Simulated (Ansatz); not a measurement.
Structural energy differences of potassium

These are results of Ansatz 0.2.0, DFT, LDA (PW92), plane waves (420 eV) with PAW, scalar-relativistic, not measurements. The PAW files were generated under PBE, with cores re-solved for the functional.

Each structure is relaxed within its own symmetry, so a high-lying one may be dynamically unstable.

```json
{"structure": "fcc", "ΔE (meV/atom)": "-1", "V (Å³/atom)": "64.70", "cell": "a = 6.373 Å", "magnetic state": "spin not included"}
{"structure": "hcp", "ΔE (meV/atom)": "0", "V (Å³/atom)": "64.67", "cell": "a = 4.510 Å, c = 7.343 Å (c/a = 1.628)", "magnetic state": "spin not included"}
{"structure": "bcc", "ΔE (meV/atom)": "0", "V (Å³/atom)": "64.33", "cell": "a = 5.048 Å", "magnetic state": "spin not included"}
{"structure": "dhcp", "ΔE (meV/atom)": "0", "V (Å³/atom)": "64.64", "cell": "a = 4.508 Å, c = 14.692 Å (c/a = 3.259)", "magnetic state": "spin not included"}
{"structure": "A15", "ΔE (meV/atom)": "8", "V (Å³/atom)": "65.14", "cell": "a = 8.047 Å", "magnetic state": "spin not included"}
{"structure": "omega (AlB2-type)", "ΔE (meV/atom)": "10", "V (Å³/atom)": "64.74", "cell": "a = 7.221 Å, c = 4.301 Å (c/a = 0.596)", "magnetic state": "spin not included"}
{"structure": "simple cubic", "ΔE (meV/atom)": "109", "V (Å³/atom)": "69.06", "cell": "a = 4.103 Å", "magnetic state": "spin not included"}
{"structure": "diamond", "ΔE (meV/atom)": "314", "V (Å³/atom)": "96.29", "cell": "a = 9.167 Å", "magnetic state": "spin not included"}
```

ΔE counts from bcc.

Differences under about 8 meV lie within the error of the k-point mesh.
